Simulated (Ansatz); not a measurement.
# Worked example: Al2H, sextet against Al2H, quartet

Geometry (PBE0/def2-TZVP stationary point of a quartet), kept for both states (Al2H, quartet: Σ⁻; Al2H, sextet: Π):

```xyz
3

Al    0.0000    0.0000    0.2591
Al    0.0000    0.0000   -2.1014
H     0.0000    0.0000    1.8423
```

Basis 6-31G; Ansatz 0.2.0. Only valence electrons are correlated (noble-gas cores frozen). Prefix R: restricted or restricted open-shell reference; prefix U: unrestricted.

Full CI is exact within this basis and frozen core; it isn't the basis-set limit. The frozen core follows each run's orbitals, which can shift R against U totals by a few meV.

```tsv
level	E(Al2H, quartet) (hartree)	E(Al2H, sextet) (hartree)
UHF	-484.288059	-484.102532
UMP2	-484.335003	-484.128586
UCCSD(T)	-484.357750	-484.147585
PBE	-485.036907	-484.819193
PBE0	-485.081235	-484.862698
full CI	-484.358831	-484.148684
```

Question: Give the vertical gap, Al2H sextet less Al2H quartet, at each level in eV (1 hartree = 27.2114 eV), and each error against full CI.

Answer: full CI: (-484.148684 − (-484.358831)) × 27.2114 = 5.718 eV (the reference)
PBE0: (-484.862698 − (-485.081235)) × 27.2114 = 5.947 eV, error 0.229 eV
PBE: (-484.819193 − (-485.036907)) × 27.2114 = 5.924 eV, error 0.206 eV
UCCSD(T): (-484.147585 − (-484.357750)) × 27.2114 = 5.719 eV, error 0.001 eV
UMP2: (-484.128586 − (-484.335003)) × 27.2114 = 5.617 eV, error -0.101 eV
UHF: (-484.102532 − (-484.288059)) × 27.2114 = 5.048 eV, error -0.670 eV

Total energies of functionals can't be set beside those of wave-function methods, since they hold the core's correlation and their own absolute errors; only the differences compare.

The set has no polarisation functions, so the order and spacing of states can differ from the basis-set limit.

In so small a basis the reference is far from its limit while semilocal and hybrid functionals are nearer theirs, so the functionals' errors here hold much of the reference's basis and frozen-core error, which can add to them or hide them.

Each level lands on the state that its own search finds. T1 diagnostics of restricted CCSD: 0.040 and 0.047.
